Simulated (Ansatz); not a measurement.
Molecule: methylidyne radical, CH, net charge 0, doublet state. 
Geometry from a B3LYP-D3(BJ)/def2-TZVP (Ansatz, a first-principles code) optimisation:
SMILES: [CH]
```xyz
2

C      0.0000     0.0000    -0.1605
H      0.0000     0.0000     0.9630
```
Charge 0, spin multiplicity 2.

Atomisation energy built up term by term with Ansatz (kcal/mol; UHF references for open shells; valence terms freeze the core; atomic spin-orbit terms are left out). CBS(X,Y): correlation extrapolated as X^-3; Hartree-Fock from the larger set (for Q and 5 zeta extrapolated as (X+1)exp(-9√X)).

The UHF reference is spin-contaminated (<S^2> 0.35 over the pure value in the largest basis). The T1 diagnostic of CCSD in the largest basis is 0.109, which is high, so the coupled-cluster rows are less sure than usual.

```csv
term,basis,kcal/mol
Hartree-Fock,"CBS(cc-pVQZ,cc-pV5Z)",59.01
CCSD correlation,"CBS(cc-pVQZ,cc-pV5Z)",23.69
(T),"CBS(cc-pVQZ,cc-pV5Z)",0.99
CCSDT - CCSD(T),cc-pVDZ,0.30
(Q),cc-pVDZ,0.03
core correlation,cc-pwCVTZ,0.15
scalar relativity (X2C),cc-pVTZ-DK against cc-pVTZ,-0.04
sum: De,,84.1
```

(T) makes 1.2 % of the CCSD(T) atomisation energy; under 5 % is typical of single-reference molecules.
